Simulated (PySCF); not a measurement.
**Al: ionisation energy**

Al [Ne] 3s2 3p1 (2P) → Al⁺ [Ne] 3s2 (1S), as a difference of total energies. All numbers are calculated (PySCF 2.14, the non-relativistic Hamiltonian (point nucleus), in dyall-av2z (13s9p2d, 50 functions)). Correlated levels: valence: [Ne] frozen; virtual orbitals above 40 to 60 times the deepest correlated orbital energy dropped. The calculations carry no spin-orbit coupling.

| method | ionisation energy (eV) | error (eV) |
| --- | --- | --- |
| UHF | 5.590 | -0.387 |
| MP2 (valence) | 5.756 | -0.221 |
| SCS-MP2 (valence) | 5.735 | -0.242 |
| CCSD (valence) | 5.849 | -0.128 |
| CCSD(T) (valence) | 5.871 | -0.106 |
| CCSDT (valence) | 5.882 | -0.095 |
| FCI (valence) | 5.882 | -0.095 |

Reference: 5.977 eV (measured; NIST levels, between the centres of gravity of the two terms).

Errors of the correlated levels include the incompleteness of this basis and the frozen core.
